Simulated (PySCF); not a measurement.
## Ionisation of tetrafluoroethene

Parent: tetrafluoroethene, `FC(F)=C(F)F` (C2F4). Non-hydrogen atoms are numbered in `[F:1][C:2]([F:3])=[C:4]([F:5])[F:6]`.

These are calculated values, ωB97X-D3(BJ)/ma-def2-TZVP in PySCF (grid level 2) at geometries from PBE0-D3(BJ)/def2-SVP. ωB97X-D3(BJ) is ωB97X-V with D3(BJ) in place of VV10. Zero-point and thermal terms (298.15 K, 1 bar) come from unscaled PBE0-D3(BJ)/def2-SVP harmonic frequencies, with soft modes damped to free rotors in the entropy.

Frontier levels of the parent: HOMO -10.00 eV, LUMO 1.12 eV.

Oxidation to the radical cation:
| Item | Value |
| --- | --- |
| Vertical ionisation energy (electronic) | 10.28 eV |
| Adiabatic ionisation energy (with zero-point energy) | 9.85 eV |
| Adiabatic, electronic part | 9.83 eV |
| Vertical gap at the product's structure | 9.10 eV |
| Inner reorganisation energy (four-point) | 1171 meV |
| Relaxation of product / of parent | 448 / 723 meV |
| ⟨S²⟩ of the product | 0.752 |
| Largest spin populations | C2 0.33, C4 0.33, F1 0.08, F5 0.08 |
| Largest changes of atomic charge | C4 0.22, C2 0.22, F3 0.14, F1 0.14 |
| Distances that move most (Å) | C2–C4 1.330 → 1.419; F1–C2 1.309 → 1.256; C4–F5 1.309 → 1.256; C2–F3 1.309 → 1.256 |
| Potential in DMF | 7.08 V absolute, 2.53 V against Fc+/Fc computed at 4.54 V (solvation -4 → -270 kJ/mol) |

Solvents are IEF-PCM continua (electrostatics only, gas-phase structures); absolute potentials refer to an electron at rest in vacuum. Fc+/Fc in DMF, 4.54 V, is ωB97X-D3(BJ)/ma-def2-TZVP on PBE0-D3(BJ)/def2-SVP structures with GFN2-xTB thermal terms. Benchmark calculations put it near 5.0 V in acetonitrile and DMSO, so it is about 0.5 V low, and the value against it can read up to that much too high.

Measured values (NIST Chemistry WebBook, evaluated or the median of agreeing entries): vertical ionisation energy 10.56 eV (computed 10.28, difference -0.28); adiabatic ionisation energy 10.14 eV (computed 9.85, difference -0.29).

Structures, frequencies and single points took 5.6 min of wall time on 1 thread of Arm Neoverse V1 (shared host), launched as `OMP_NUM_THREADS=1 python redox_run.py task.json out`.

Differences come from unrounded values, so a last digit can differ from that of the printed terms.
